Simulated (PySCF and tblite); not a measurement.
Values are calculated unless marked as measured or tabulated.
C4H7FO, numbered as in [F:1][CH2:2][CH:3]1[CH2:4][O:5][CH2:6]1.

Level: PBE0-D3(BJ)/pcSseg-1 (IEF-PCM, dimethylsulfoxide)//GFN2-xTB, thermal terms from GFN2-xTB, symmetry numbers and mirror pairs counted. Conformers within 1.5 kcal/mol (GFN2-xTB free energy) were kept, 10 at most. Of two unlike H on one atom, a is the less shielded (PBE0/pcSseg-1 (IEF-PCM, dimethylsulfoxide)). Programs: PySCF with density fitting and tblite.

An NOE distance is ⟨r⁻⁶⟩^(−1/6) over all pairs of like atoms and, for the average, over conformers.

Torsions listed: F1–C2–C3–C4. The 4-ring runs over atoms 3–4–5–6. Of a mirror pair one member is shown.

```csv
conformer,shape,weight %
1,4-ring flat; 49°,65.5
2,4-ring flat; 176°,34.5
```

Problem. Which H–H contacts under 3.5 Å would NOEs report (pairs on one atom left out) at 298.15 K?

Solution. 
```json
{"pair": "H3 ··· H4a/H6a", "in 1 (Å)": "2.47", "in 2 (Å)": "2.46", "average (Å)": "2.47"}
{"pair": "H2 ··· H3", "in 1 (Å)": "2.49", "in 2 (Å)": "2.71", "average (Å)": "2.55"}
{"pair": "H2 ··· H4b/H6b", "in 1 (Å)": "3.18", "in 2 (Å)": "2.74", "average (Å)": "2.97"}
{"pair": "H3 ··· H4b/H6b", "in 1 (Å)": "3.06", "in 2 (Å)": "3.04", "average (Å)": "3.05"}
```

Longer pairs under the limit may be missing.


Conformer gaps in pcSseg-1 on xTB geometries can be 2 kcal/mol off for S=O, P=O and other polar bonds.